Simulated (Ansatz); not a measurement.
# C2HF (fluoroacetylene): where methods fail along a bond

C2HF has 4 atoms, charge 0, and is taken as a singlet. As SMILES, `C#CF`. The shape is that of a PBE0-D4/def2-TZVP optimisation.

```xyz
4

C    -0.3610    0.4531   -0.2902
C     0.3033   -0.3808    0.2438
F     1.0106   -1.2690    0.8123
H    -0.9528    1.1967   -0.7659
```

The C1–H4 distance is scanned; the parts on either side stay rigid. Basis STO-3G, 3 core orbitals frozen in the correlated methods; program Ansatz 0.2.0. FCI is exact within this basis and core. Energies in eV from each method's value at 1.063 Å; methods without a U are spin-restricted. The shape above is that at 1.063 Å.

| distance (Å) | B3LYP | CAM-B3LYP | wB97M-V | B2PLYP | CCSD | CCSDTQ | FCI |
| --- | --- | --- | --- | --- | --- | --- | --- |
| 1.063 | 0.00 | 0.00 | 0.00 | 0.00 | 0.00 | 0.00 | 0.00 |
| 1.329 | 0.96 | 1.00 | 1.00 | 1.00 | 0.89 | 0.88 | 0.88 |
| 1.594 | 2.79 | 2.91 | 2.89 | 2.89 | 2.61 | 2.59 | 2.59 |
| 2.126 | 6.16 | 6.50 | 6.45 | 6.26 | 5.22 | 5.15 | 5.15 |
| 2.657 | 8.26 | 8.86 | 8.86 | 8.02 | 6.07 | 5.97 | 5.97 |

Departure from the FCI curve at its largest: B3LYP +2.29 eV at 2.66 Å; CAM-B3LYP +2.89 eV at 2.66 Å; wB97M-V +2.89 eV at 2.66 Å; B2PLYP +2.04 eV at 2.66 Å; CCSD +0.10 eV at 2.66 Å; CCSDTQ within 0.005 eV. Restricted functionals keep the electrons paired too, and rise too high.
